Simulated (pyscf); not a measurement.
HN=Ti(Cl)–Cl + H₂O -> H₂N–Ti(OH)(Cl)–Cl, an addition across a multiple bond or ene-type step (singlet surface; H–O broken, H–N, O–Ti formed). PySCF, gas phase, ωB97X-D3(BJ)/def2-SVP geometries. Energies in kcal/mol from the separated reactants.

Small-basis levels: PySCF, no dispersion term, spherical d functions. 

In single points BP86/6-31G*+LANL2DZ puts the saddle at -25.9 kcal/mol and the reaction energy at -71.3 kcal/mol. Should these be trusted to within a few kcal/mol? Compare with ωB97M-D3(BJ)/def2-TZVP.

ωB97M-D3(BJ)/def2-TZVP gives ΔE‡ = -17.0 kcal/mol and ΔE = -64.3 kcal/mol. BP86/6-31G*+LANL2DZ lies 8.9 kcal/mol under it in the barrier and 7.0 kcal/mol under it in the reaction energy, so on this step it does not hold to within 3.0 kcal/mol. ωB97M-D3(BJ)/def2-TZVP has limits of its own. On the reactant side the descent ends in an adduct with a O–Ti contact, 34.1 kcal/mol under the separated species and 15.3 kcal/mol under the saddle at ωB97X-D3(BJ)/def2-TZVP. At ωB97M-D3(BJ) the saddle lies under the separated reactants, which points to a path from their complex (located at ωB97X-D3(BJ) alone). What is counted as formed (O–Ti) is already present as a longer contact in the reactant adduct; forming that adduct is a step of its own. At the saddle there is also a short H–Ti contact that neither side keeps. This is the saddle that the search found; another between the same sides may lie lower.
